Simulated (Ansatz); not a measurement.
**NH3+ (doublet): the correlation ladder, def2-TZVPP**

One table from this session's results is given with a row withheld; the runs are named, their logs left out.

Computed with Ansatz 0.2.0, Gaussian basis. Level: def2-TZVPP, core rule «outside noble gas», up to 1 orbitals frozen.

The runs, in order: UHF; ROHF; CCSD(T) on UHF.

2 further runs of the same task are left out: 2 set aside as unsound or not needed.

## The geometry

The geometry is a PBE0/def2-TZVP stationary point (not a proven minimum) of the parent state, kept for this charge and spin.

4 atoms, charge 1, spin multiplicity 2.

Atoms are counted from 1 here; the program's logs count them from 0.

Bond lengths: N1–H2 1.012 Å, N1–H3 1.012 Å, N1–H4 1.012 Å. Angles: H2–N1–H3 107.1°, H2–N1–H4 107.1°, H3–N1–H4 107.1°.

The first run:

in.yaml reads:

```yaml
crystal:
  periodic: [false, false, false]
  atoms:
    - {symbol: N, position_ang: [0.000346, -0.000071, -0.066679]}
    - {symbol: H, position_ang: [0.938533, 0.012953, 0.313733]}
    - {symbol: H, position_ang: [-0.482601, 0.808210, 0.305505]}
    - {symbol: H, position_ang: [-0.460745, -0.820176, 0.307354]}
basis:
  gaussian: {orbitals: def2-TZVPP}
total_charge: 1
magnetization: {spin_polarized: true, initial_magnetization: 1}
hamiltonian: {xc: hf}
output: {orbitals: {seedname: orbitals}}
```

The run is started by

```bash
$ ansatz run in.yaml --threads 1 --pin off --events-out ev --progress --plain --max-ram 4096MiB --backend cpu
```

Steps of the session up to this table: UHF; ROHF; CCSD(T) on UHF.

One of the session's tables, all rows but one given; the rest of the session is left out.

| method | from UCCSD(T) (kJ/mol) |
| --- | --- |
| ROHF | +540.2 |
| UHF | ? |
| UMP2 | +60.9 |
| UCCSD | +12.3 |
| UCCSD(T) | 0 |

**Question.** Estimate the row for UHF.

**Answer.** from UCCSD(T) (kJ/mol): +529.8. In the column «from UCCSD(T) (kJ/mol)» it lies between UMP2 (+60.9) and ROHF (+540.2).
